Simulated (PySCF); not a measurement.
# How the numerical set-up moves the result for BF⁻

The method stays; parts of the set-up, such as the basis or the Hamiltonian, are changed.

Method: each script names its method and basis; program: PySCF 2.14.0.

1 further run of the same task is left out (it didn't finish).

### 1 Where the work starts

BF⁻: 2 atoms, charge -1, spin multiplicity 2.

Bond lengths: B1–F2 1.308 Å.

### 2 The base run

File input.py:

```python
from pyscf import gto, scf, cc

mol = gto.M(
    atom='B 0 0 0; F 0 0 1.308',
    basis='def2-svp',
    charge=-1,
    spin=1,
    verbose=3,
)
mf = scf.UHF(mol)
mf.kernel()
mycc = cc.CCSD(mf, frozen=2)
mycc.kernel()
e = mycc.eaccsd(nroots=3)[0]
print('roots (eV) =', (e*27.211386).round(3))
mf.dip_moment()
print('orbital energies (hartree):', [e[max(0, n-3):n+3].round(4) for e, n in zip(mf.mo_energy, mol.nelec)])
```

Command:

```bash
$ OMP_NUM_THREADS=1 python input.py
```

Its log is not repeated here.

It gives: E(SCF) = -123.928404 Eh, E(CCSD) − E(SCF) = -0.26193 Eh, ⟨S²⟩ = 0.759, attachment roots 9.211, 9.556, 10.263 eV.

The bond length is a typed value, not an optimised one. Positive EA roots mean that the added electron is unbound. The dipole of an ion depends on the origin.

### 3 Aug-cc-pvdz

Variant 1 changes basis set: def2-svp → aug-cc-pvdz.

File input.py:

```python
from pyscf import gto, scf, cc

mol = gto.M(
    atom='B 0 0 0; F 0 0 1.308',
    basis='aug-cc-pvdz',
    charge=-1,
    spin=1,
    verbose=3,
)
mf = scf.UHF(mol)
mf.kernel()
mycc = cc.CCSD(mf, frozen=2)
mycc.kernel()
e = mycc.eaccsd(nroots=3)[0]
print('roots (eV) =', (e*27.211386).round(3))
mf.dip_moment()
print('orbital energies (hartree):', [e[max(0, n-3):n+3].round(4) for e, n in zip(mf.mo_energy, mol.nelec)])
```

Command:

```bash
$ OMP_NUM_THREADS=1 python input.py
```

### 4 Jorge-dzp

Variant 2 changes basis set: def2-svp → jorge-dzp.

input.py: that of step 2 with these lines changed.

```diff
@@ -4,3 +4,3 @@
     atom='B 0 0 0; F 0 0 1.308',
-    basis='def2-svp',
+    basis='jorge-dzp',
     charge=-1,
```

### 5 6-311g**

Variant 3 changes basis set: def2-svp → 6-311g**.

input.py: that of step 2 with these lines changed.

```diff
@@ -4,3 +4,3 @@
     atom='B 0 0 0; F 0 0 1.308',
-    basis='def2-svp',
+    basis='6-311g**',
     charge=-1,
```

Before running it: what results should come out? Wanted: for each run, E(SCF); from base; gap, α spin; after the SCF.

The runs gave:

```
        run  E(SCF) (hartree)  from base (eV)  gap, α spin (eV)  functions                                                after the SCF
       base       -123.928404               0              8.48         28  CCSD correlation -7.127 eV, core frozen, first root 9.21 eV
aug-cc-pvdz       -124.074478         -3.9749              3.60         46  CCSD correlation -7.902 eV, core frozen, first root 4.33 eV
  jorge-dzp       -124.057942         -3.5249              7.84         30  CCSD correlation -7.067 eV, core frozen, first root 8.78 eV
   6-311g**       -124.059305         -3.5620              8.42         36  CCSD correlation -7.765 eV, core frozen, first root 9.22 eV
```

The highest filled level of this anion is positive: the basis lacks diffuse functions or the electron is not bound, so these numbers hang on the basis. The largest comparable shift of the SCF energy, -3.975 eV, comes with the run “aug-cc-pvdz”. aug-cc-pvdz (46 functions) gives an energy 3.97 eV lower than def2-svp (28). jorge-dzp (30 functions) gives an energy 3.52 eV lower than def2-svp (28). 6-311g** (36 functions) gives an energy 3.56 eV lower than def2-svp (28). The dearest run is “aug-cc-pvdz”, at 9.6 s against 2.5 s.
